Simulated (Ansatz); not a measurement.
The input, for Ansatz 0.2.0:

```yaml
crystal:
  periodic: [false, false, false]
  atoms:
    - {symbol: C, position_ang: [0.000000, -1.201572, 0.000000]}
    - {symbol: Ge, position_ang: [0.000000, 0.115210, 1.315666]}
    - {symbol: Ge, position_ang: [0.000000, 0.115210, -1.315666]}
    - {symbol: H, position_ang: [0.000000, -2.287859, 0.000000]}
basis:
  gaussian: {orbitals: STO-3G}
total_charge: 1
magnetization: {spin_polarized: false, initial_magnetization: 2}
correlation: {method: fic_nevpt4_sd, electrons: outside_noble_gas, active_space: {window: {electrons: 6, orbitals: 7}, states: [{multiplicity: 3, weights: [0.5, 1, 1, 1]}]}}
```

```sh
$ ansatz run in.yaml --threads 1 --pin off --events-out ev --progress --plain --max-ram 2393MiB
```

Log:

```
576 factors; integrals over basis functions are off by at most 3.6e-8 eV
mean field evaluation 1: about -112684.4011 eV, gradient 2.4e1 eV
mean field evaluation 2: about -112684.4345 eV, gradient 2.4e1 eV
mean field evaluation 4: about -112686.9166 eV, gradient 1.4e0 eV
mean field evaluation 8: about -112686.9318 eV, gradient 1.6e-2 eV
mean field evaluation 16: about -112686.9225 eV, gradient 6.4e-1 eV
mean field evaluation 32: about -112687.5403 eV, gradient 9.5e-7 eV
mean field evaluation 64: about -112684.3649 eV, gradient 1.5e-2 eV
mean field evaluation 96: about -112687.1159 eV, gradient 2.3e0 eV
mean field evaluation 128: about -112684.9558 eV, gradient 2.2e0 eV
mean field -112687.54032084 eV, -4141.1907244327 hartree, gradient 5.8e-7 eV, S^2 2.000000; 14 other end points of the search recorded, 0 dependent functions left out
reference -112687.54032084 eV, -4141.1907244327 hartree; 36, 34 occupied and 6, 8 virtual orbitals, 576 factors
state -112688.77526909 eV, -4141.2361079439 hartree
state -112688.30616295 eV, -4141.2188686111 hartree
state -112687.31105575 eV, -4141.1822990959 hartree
state -112686.59873850 eV, -4141.1561219200 hartree
state -112688.77526909 eV, -4141.2361079439 hartree; corrected -112691.88122914 eV, -4141.3502498705 hartree
state -112688.30616295 eV, -4141.2188686111 hartree; corrected -112691.02218169 eV, -4141.3186804588 hartree
state -112687.31105575 eV, -4141.1822990959 hartree; corrected -112690.26949820 eV, -4141.2910198509 hartree
state -112686.59873850 eV, -4141.1561219200 hartree; corrected -112689.54820926 eV, -4141.2645129710 hartree
Total energy: -112690.50871535 eV, -4141.2998109188 hartree
```

Natural occupations, averaged over the states: 1.7218 1.5045 1.2968 1.2145 0.0917 0.0894 0.0813.

The total printed last is the weighted mean of the 4 states, 1.373 eV above the lowest of them, and is no single state's energy.

Ran on 1 thread of Intel Xeon, shared host: 12 s wall, 0.16 GiB peak host memory.
